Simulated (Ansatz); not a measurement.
We consider zinc-blende AlP, described by G0W0@PBE (Ansatz, a first-principles code, hard PAW, contour deformation).

The cell has the measured lattice parameters. Conventional cell: a = 5.4630 Å, b = 5.4630 Å, c = 5.4630 Å, α = 90.00°, β = 90.00°, γ = 90.00°.

The quasiparticle gap at Γ at a fixed k mesh 4×4×4:

| response cutoff | value (eV) |
|---|---|
| 150 eV, 312 empty bands | 4.184 |
| 200 eV, 481 empty bands | 4.196 |
| 250 eV, 672 empty bands | 4.204 |
| 300 eV, 884 empty bands | 4.208 |

Problem. Taking the value to converge with the response cutoff E as E^(−3/2), extrapolate from the last two rows.

Solution. With y = y∞ + c/w and weights w = 3953 and 5196 for the last two rows, y∞ = (w2 y2 − w1 y1)/(w2 − w1) = (5196 × 4.208 − 3953 × 4.204)/1243 = 4.221 eV, which lies 0.013 beyond the last row. Successive pairs of rows give 4.218, 4.224, 4.221. The limit also hangs on the law assumed, so its last digits aren't firm.

The other settings are not extrapolated, so this is the limit in one setting alone.

The smallest gap on this mesh is 2.35 eV, away from Γ.
